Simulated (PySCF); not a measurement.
# SO₂H₂: relaxation and vibrations of the singlet

Where does singlet SO₂H₂ go from a square planar (ligand arrangement 1) start, is the end point a minimum, and what are its modes, charges and moments?

Method: PBE0, basis S def2-TZVP, O def2-TZVP, H def2-TZVP, no relativity, density fitting; program: PySCF 2.14.0.

**1. Where the work starts**

5 atoms, charge 0, spin multiplicity 1.

Bond lengths: S1–O2 1.510 Å, S1–O3 1.510 Å, S1–H4 1.350 Å, S1–H5 1.350 Å. Angles: O2–S1–O3 90.0°, O2–S1–H4 180.0°, O2–S1–H5 90.0°, O3–S1–H4 90.0°, O3–S1–H5 180.0°, H4–S1–H5 90.0°.

```xyz
5
charge 0 multiplicity 1
S     0.0000    0.0000    0.0000
O    -1.5100    0.0000    0.0000
O     0.0000   -1.5100    0.0000
H     1.3500    0.0000    0.0000
H     0.0000    1.3500    0.0000
```

**2. Finding the electronic state**

One driver script runs all steps and calls PySCF; scf.py shows how it sets up the SCF of each step. The optimiser is the driver's own. After this first run the driver tries any further starts and a stability analysis.

Contents of scf.py:

```python
from pyscf import gto, scf, dft
mol = gto.M(atom='''
S      0.000000     0.000000     0.000000
O     -1.510000     0.000000     0.000000
O     -0.000000    -1.510000     0.000000
H      1.350000     0.000000     0.000000
H      0.000000     1.350000     0.000000''',
    basis={'S': 'def2-TZVP', 'O': 'def2-TZVP', 'H': 'def2-TZVP'},
    charge=0, spin=0)
mf = dft.RKS(mol, xc='PBE0')
mf.grids.atom_grid = (50, 194)
aux = {'S': 'def2-universal-JKFIT', 'O': 'def2-universal-JKFIT', 'H': 'def2-universal-JKFIT'}
mf = mf.density_fit(auxbasis=aux)
mf.conv_tol = 1e-08
mf.diis_space = 10
mf.max_cycle = 60
mf.init_guess = 'minao'
mf.verbose = 4
mf.kernel()
```

On the command line:

```bash
$ OMP_NUM_THREADS=4 python axn.py task.json out
```

After this run come: Relaxation: square planar (ligand arrangement 1) start, singlet; Vibrations and properties at this point; Leaving the saddle point; Frequencies.

**Question.** What will these runs give? Wanted: minimum; geometry; wavenumbers; dipole moment; highest occupied, lowest empty level; polar-tensor charge of S1; zero-point energy; atomisation energy.

The runs gave:

| quantity | value |
| --- | --- |
| minimum | singlet, C2v |
| geometry | S–H 1.363 Å (×2), S–O 1.429 Å (×2); H–S–H 99.2°, H–S–O 108.0° (×4), O–S–O 123.0° |
| wavenumbers (cm⁻¹) | 502 (a1), 896 (b2), 1011 (a2), 1193 (a1), 1197 (b1), 1319 (a1), 1439 (b1), 2510 (b2), 2525 (a1) |
| dipole moment | 3.26 D |
| highest occupied, lowest empty level | -9.30, -0.04 eV |
| polar-tensor charge of S1 | +1.70 e |
| zero-point energy | 75.3 kJ/mol |
| entropy at 298.15 K | 252.1 J/(mol K) |
| atomisation energy (no zero-point energy) | 1475 kJ/mol |

**Reading.** The square planar (ligand arrangement 1) start (C2v) ends in a minimum of C2v symmetry, after a stop at a saddle point 424.6 kJ/mol higher, from which it was pushed off along an imaginary mode. In the infrared the band at 1439 cm⁻¹ (b1, mixed) leads. Other starts or spin states, not run here, may lie lower.
